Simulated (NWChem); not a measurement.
**Correlation energy of hydrogen sulfide (H$_{2}$S)**

```
S
H 1 1.3608
H 1 1.3608 2 91.41
```
Charge 0, spin multiplicity 1.

Program: NWChem. The geometry was optimised at PBE/def2-SVP, a minimum by its harmonic frequencies.

Basis set: cc-pVTZ. Each correlation energy counts from its own Hartree-Fock reference.

```json
[
 {"method": "CCSD(T)", "correlation energy (mHa)": "-223.1", "difference from CCSD(T)": "0.0"},
 {"method": "MP2", "correlation energy (mHa)": "-191.1", "difference from CCSD(T)": "+32.0"},
 {"method": "CCSD+T(CCSD)", "correlation energy (mHa)": "-223.2", "difference from CCSD(T)": "-0.1"},
 {"method": "CR-CCSD(T)", "correlation energy (mHa)": "-221.9", "difference from CCSD(T)": "+1.2"},
 {"method": "RI-MP2", "correlation energy (mHa)": "-191.0", "difference from CCSD(T)": "+32.0"},
 {"method": "CR-CCSD[T]", "correlation energy (mHa)": "-222.0", "difference from CCSD(T)": "+1.1"},
 {"method": "SCS-MP2", "correlation energy (mHa)": "-195.2", "difference from CCSD(T)": "+27.9"},
 {"method": "CCSD", "correlation energy (mHa)": "-215.1", "difference from CCSD(T)": "+8.0"}
]
```

The values span 32.2 mHa, from CCSD+T(CCSD) (lowest) to RI-MP2 (highest). 

The correlated methods keep 5 core orbitals frozen. No row is a measurement; the coupled-cluster row has its own basis-set and correlation limits.
